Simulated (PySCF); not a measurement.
A database entry of computed molecular properties. Lists by class give the value and the number of equivalent atoms.

```json
{
 "name": "nitrous acid",
 "formula": "HNO2",
 "smiles": "O=NO",
 "charge": 0,
 "multiplicity": 1,
 "geometry_level": "PBE0-D3(BJ)/def2-TZVP",
 "atoms_angstrom": [
  ["O", 0.997, -0.759, -0.063],
  ["N", 0.716, 0.381, -0.055],
  ["O", -0.624, 0.616, 0.026],
  ["H", -1.051, -0.264, 0.059]
 ],
 "electronic_structure_code": "PySCF",
 "results": {
  "PBE0-D3(BJ)/def2-TZVP geometry optimisation, gas phase": {
   "point_group": "Cs",
   "rotational_constants_GHz": [86.564, 13.612, 11.763]
  },
  "CAM-B3LYP/aug-cc-pVTZ ground state and vertical TDDFT (core frozen in the response)": {
   "dipole_D": 1.58,
   "homo_eV": -10.07,
   "lumo_eV": -1.11,
   "S1_eV": 3.63,
   "strongest_line_of_10_singlets_eV": 9.25,
   "T1_tda_eV": 2.59,
   "polarisability_au": 20.3,
   "r2_bohr2_about_centre_of_nuclear_charge": 117.9,
   "singlets_eV_and_f": [
    [3.63, 0.001],
    [6.98, 0.042],
    [7.2, 0.002],
    [7.62, 0.091],
    [8.81, 0.04],
    [8.85, 0.008],
    [9.25, 0.094],
    [9.26, 0.033],
    [9.78, 0.072],
    [10.16, 0.001]
   ],
   "triplets_tda_eV": [2.59, 4.86, 6.24, 7.09]
  },
  "B97-2/pcSseg-2 ground state and GIAO shieldings, non-relativistic": {
   "shift_vs_computed_TMS_H_by_class_ppm": [
    [11.02, 1]
   ],
   "shielding_other_nuclei_by_class_ppm": [
    ["N", -343.0, 1],
    ["O", -543.3, 1],
    ["O", -148.3, 1]
   ]
  }
 }
}
```

No computed singlet falls in the visible range (750 to 380 nm, 1.65 to 3.26 eV); S1 lies 0.37 eV above its blue end. In atomic units the dipole is 0.62 e·bohr (1 au = 2.5417 D). The vertical singlet–triplet gap S1 − T1 is 1.04 eV (TDDFT singlet less Tamm–Dancoff triplet; S1: HOMO→LUMO, weight 0.99; T1: HOMO→LUMO, weight 0.98).

Geometry: PBE0-D3(BJ)/def2-TZVP; no solvent, vibrations or thermal averaging.

The values belong to the conformer `[O:1]=[N:2][OH:3]`: H–O3–N2–O1 0°.
